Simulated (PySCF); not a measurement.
# How the method moves the HOMO and LUMO of methylcyclopropane

Methylcyclopropane, C4H8.
Z-matrix (Å and degrees, PBE0-D3(BJ)/def2-SVP geometry), rows numbered from 1:
```
C 
C   1  1.5052
C   2  1.5002  1  120.54
C   2  1.5003  1  120.47  3    71.04
H   1  1.1022  2  111.43  3    85.29
H   1  1.1017  2  110.98  3   -34.54
H   1  1.1019  2  111.43  3  -154.34
H   2  1.0960  1  114.33  3  -144.41
H   3  1.0936  2  118.62  4   107.94
H   3  1.0943  2  117.75  4  -107.91
H   4  1.0936  2  118.78  3  -108.09
H   4  1.0944  2  117.53  3   107.89
```

Basis pcSseg-2 throughout (PySCF), one geometry. Isolated species at its PBE0-D3(BJ)/def2-SVP geometry, gas phase.

Question: How do the orbital energies, the gap and the dipole change with the method?

Answer: 
| method | kind | HOMO (eV) | LUMO (eV) | gap (eV) | μ (D) | SCF cycles |
| --- | --- | --- | --- | --- | --- | --- |
| BLYP | GGA | -6.50 | 0.12 | 6.62 | 0.14 | 14 |
| B97-D | GGA | -6.58 | 0.26 | 6.84 | 0.14 | 13 |
| OPBE | GGA | -6.59 | 0.16 | 6.75 | 0.12 | 14 |
| PBE | GGA | -6.62 | 0.14 | 6.75 | 0.14 | 14 |
| KT2 | GGA | -6.65 | 0.20 | 6.85 | 0.14 | 13 |
| KT3 | GGA | -6.69 | -0.06 | 6.63 | 0.13 | 12 |
| BP86 | GGA | -6.70 | 0.32 | 7.02 | 0.14 | 14 |
| LDA | LDA | -6.73 | 0.08 | 6.81 | 0.15 | 13 |
| B97-2 | global hybrid | -7.63 | 0.85 | 8.48 | 0.13 | 12 |
| B3LYP | global hybrid | -7.68 | 0.52 | 8.21 | 0.14 | 12 |
| PBE0 | global hybrid | -7.89 | 0.82 | 8.72 | 0.14 | 12 |
| mPW1PW91 | global hybrid | -7.92 | 0.78 | 8.70 | 0.14 | 12 |
| BHandHLYP | global hybrid | -9.08 | 1.30 | 10.38 | 0.14 | 12 |
| CAM-B3LYP | range-separated hybrid | -9.29 | 1.46 | 10.75 | 0.14 | 12 |
| wB97X-D | range-separated hybrid | -9.76 | 2.49 | 12.26 | 0.14 | 12 |
| LC-wPBE | range-separated hybrid | -10.67 | 2.56 | 13.23 | 0.14 | 11 |
| HF | Hartree–Fock | -10.91 | 2.83 | 13.74 | 0.14 | 9 |

The HOMO spans 4.41 eV, from BLYP down to HF, and the gap runs from 6.62 eV (BLYP) to 13.74 eV (HF). Over the methods BLYP (0 %), B97-D (0 %), OPBE (0 %), PBE (0 %), KT2 (0 %), KT3 (0 %), BP86 (0 %), LDA (0 %), B97-2 (21 %), B3LYP (20 %), PBE0 (25 %), mPW1PW91 (25 %), BHandHLYP (50 %), HF (100 %), a straight line through the gap against the share of exact exchange rises by 0.70 eV for each 10 % (correlation coefficient 0.998). The dipole ranges from 0.12 D (OPBE) to 0.15 D (LDA). This basis has no diffuse functions.

Reference dipole: 0.14 D (measured, gas; NIST CCCBDB Release 22 (SRD 101), experimental dipoles); nearest here: PBE0 (0.14 D), BHandHLYP (0.14 D), B3LYP (0.14 D), BP86 (0.14 D) and 10 more.
